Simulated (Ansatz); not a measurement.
Input file:

```yaml
crystal:
  periodic: [false, false, false]
  atoms:
    - {symbol: Li, position_ang: [0.000000, -0.047316, 1.389798]}
    - {symbol: Be, position_ang: [0.000000, -0.073663, -1.056032]}
    - {symbol: H, position_ang: [0.000000, 0.984461, -0.128421]}
basis:
  gaussian: {orbitals: x2c-TZVPPall}
magnetization: {spin_polarized: false, initial_magnetization: 2}
correlation: {method: mp2, electrons: outside_noble_gas}
accuracy: high
output: {forces: true}
```

```sh
$ ansatz run in.yaml --threads 1 --pin off --events-out ev --progress --plain --max-ram 2393MiB
```

Log:

```
927 factors; integrals over basis functions are off by at most 3.5e-9 eV
mean field evaluation 1: about -613.3905 eV, gradient 6.4e0 eV
mean field evaluation 2: about -613.3943 eV, gradient 6.4e0 eV
mean field evaluation 4: about -614.6190 eV, gradient 1.3e0 eV
mean field evaluation 8: about -614.7177 eV, gradient 3.3e-1 eV
mean field evaluation 16: about -614.7236 eV, gradient 5.6e-8 eV
mean field evaluation 32: about -614.6119 eV, gradient 2.5e0 eV
mean field evaluation 64: about -614.7236 eV, gradient 5.6e-8 eV
mean field -614.72356202 eV, -22.5906742296 hartree, gradient 5.6e-8 eV, S^2 2.000000; 9 other end points of the search recorded, 0 dependent functions left out
mean field evaluation 96: about -614.2065 eV, gradient 4.1e-1 eV
2 core orbitals not correlated: weight in the atoms' cores, before any rotation towards them, 1.000 or more for the frozen orbitals, at most 0.000 for the correlated occupied ones
reference -614.72356202 eV, -22.5906742296 hartree; 3, 1 occupied and 47, 49 virtual orbitals, 927 factors
second order -1.05264275 eV of doubles, -0.00677948 eV of singles
the calculation of the forces begins
Total energy: -615.78298425 eV, -22.6296072784 hartree
Relativity: scalar
Atom 0 at     0.000000    -0.047316     1.389798 Å, force    -0.000000     0.029021    -0.035531 eV/Å
Atom 1 at     0.000000    -0.073663    -1.056032 Å, force    -0.000000     0.064746     0.049766 eV/Å
Atom 2 at     0.000000     0.984461    -0.128421 Å, force     0.000000    -0.093767    -0.014236 eV/Å
Dipole moment:     0.000000     0.254763     0.992776 e Å
```

Forces (eV/Å):
```
Li   0.000  0.029 -0.036
Be   0.000  0.065  0.050
H    0.000 -0.094 -0.014
```

Ran on 1 thread of Arm Neoverse V2, shared host: 1.6 s wall, 0.22 GiB peak host memory.
